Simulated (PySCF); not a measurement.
Mg2: everyday levels beside a composite calculation

PySCF; the state is a singlet (closed shell). The composite is CCSD(T) extrapolated to the basis-set limit from two correlation-consistent sets, with core-valence (CV) and scalar-relativistic (SR) terms as its label shows; it has no spin–orbit coupling and nothing beyond (T). Here it is CCSD(T)/CBS(DT)+SR. It gives Re = 3.914 Å, ωe = 55.6 cm⁻¹ and De = 0.05 eV to Mg + Mg.

```tsv
level	basis	relativity	Re (Å)	ωe (cm⁻¹)	De (eV)
RHF-MP2	def2-TZVPP	no relativity	4.343	36.4	0.04
revPBE	def2-TZVPP	no relativity	3.578	91.6	0.09
PW91	6-311G(d,p)	no relativity	3.500	102	0.15
BLYP	x2c-SVPall	spin-free X2C	3.810	53.5	0.01
r²SCAN	pcseg-1	no relativity	3.526	99.9	0.10
PBE0	x2c-SVPall	spin-free X2C	3.592	92.9	0.12
PBE0	6-311G(d,p)	no relativity	3.583	91.7	0.11
MN15	pcseg-1	no relativity	4.324	50.4	0.07
CAM-B3LYP	6-311G(d,p)	no relativity	4.413	23.7	0.01
LC-ωPBE	3-21G	no relativity	4.116	54.6	0.08
```

Give the difference of each row from the composite.



```csv
level,basis,ΔRe (pm),Δωe (%),ΔDe (eV)
RHF-MP2,def2-TZVPP,+42.9,-34.5,-0.01
revPBE,def2-TZVPP,-33.6,+64.7,+0.04
PW91,"6-311G(d,p)",-41.4,+83.5,+0.10
BLYP,x2c-SVPall,-10.4,-3.8,-0.04
r²SCAN,pcseg-1,-38.8,+79.7,+0.05
PBE0,x2c-SVPall,-32.2,+67.1,+0.07
PBE0,"6-311G(d,p)",-33.1,+64.9,+0.06
MN15,pcseg-1,+41.0,-9.4,+0.02
CAM-B3LYP,"6-311G(d,p)",+49.9,-57.4,-0.04
LC-ωPBE,3-21G,+20.2,-1.8,+0.03
```

Which rows come closest in De?

RHF-MP2 in def2-TZVPP (-0.01 eV); MN15 in pcseg-1 (+0.02 eV), counted from the composite.

Correlated steps freeze 2 core orbitals. Closed-shell solutions of metal pairs were not tested for spin polarisation, which can lower them a little. The bond is weak. Basis-set superposition, not corrected here, can be much of De in a small basis, most of all at correlated wavefunction levels. Functionals without a dispersion term scatter widely for such bonds, and LDA overbinds them. 3-21G is very small, so such numbers show the basis as much as the molecule.
